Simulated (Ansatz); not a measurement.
C$_{8}$H$_{18}$ (`CCC(CC)C(C)C`), 26 atoms. Total charge 0; spin multiplicity 1. All runs use 6 threads of an AMD EPYC 7R13 on a shared host and a share of an NVIDIA H100 80 GB. Correlated methods freeze the cores. Open-shell runs search over several starts.

How many basis functions does each run have, and how long does it take in Ansatz? UKS B3LYP-D4/def2-TZVPP energy of the cation; direct RPA on PBE orbitals/def2-TZVPP energy; UKS PBE0-D4/def2-TZVPP energy of the cation; RHF-CCSD(T)/def2-TZVPP energy; UHF-MP2/def2-QZVPP energy of the cation; RKS PBE0-D4/def2-SVP energy; UHF-CCSD(T)/def2-TZVPP energy of the cation; RKS revPBE-D4/def2-TZVPP energy; RKS PBE0-D4/def2-TZVP relaxation (8 steps); RKS B2PLYP (frozen core)/def2-TZVPP energy; UKS B2PLYP (frozen core)/def2-TZVPP energy of the cation; RKS B3LYP-D4/def2-TZVPP energy and forces. (An estimate is asked.)

Ansatz gave: Other jobs shared the machine, so times are rough.

```
                                level                   job  functions  wall time  peak host memory (GiB)
             RKS revPBE-D4/def2-TZVPP                energy        500      2.1 s                     1.1
                 RKS PBE0-D4/def2-SVP                energy        202      2.4 s                    0.86
              RKS B3LYP-D4/def2-TZVPP     energy and forces        500      2.8 s                     1.1
direct RPA on PBE orbitals/def2-TZVPP                energy        500      4.5 s                     2.8
  RKS B2PLYP (frozen core)/def2-TZVPP                energy        500        5 s                     2.8
               UKS PBE0-D4/def2-TZVPP  energy of the cation        500       10 s                     1.2
                RKS PBE0-D4/def2-TZVP  relaxation (8 steps)        356       11 s                    0.99
              UKS B3LYP-D4/def2-TZVPP  energy of the cation        500       12 s                     1.2
  UKS B2PLYP (frozen core)/def2-TZVPP  energy of the cation        500       13 s                     2.9
               RHF-CCSD(T)/def2-TZVPP                energy        500       30 s                     2.7
                   UHF-MP2/def2-QZVPP  energy of the cation        996       77 s                     2.1
               UHF-CCSD(T)/def2-TZVPP  energy of the cation        500     12 min                     2.8
```

B3LYP here is the variant with VWN-RPA as its local correlation; programs differ in this.
